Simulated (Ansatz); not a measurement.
# Zinc-blende AlN (metastable phase): TA phonon frequency at L by level of theory

No measured value is used here.

```csv
level (code),value (cm⁻¹),cell (Å³/atom)
LDA (Ansatz),227,10.24
PBE (Ansatz),225,10.67
r²SCAN (Ansatz),238,10.43
HSE06 (Ansatz),235,10.40
PBE0 (Ansatz),235,10.39
```

Each level is taken at its own relaxed cell. Cutoffs and k meshes differ between the levels. Ansatz's density-functional and Hartree–Fock values are scalar-relativistic unless marked +SOC, with PAW data made under PBE.

Ansatz is a first-principles code.
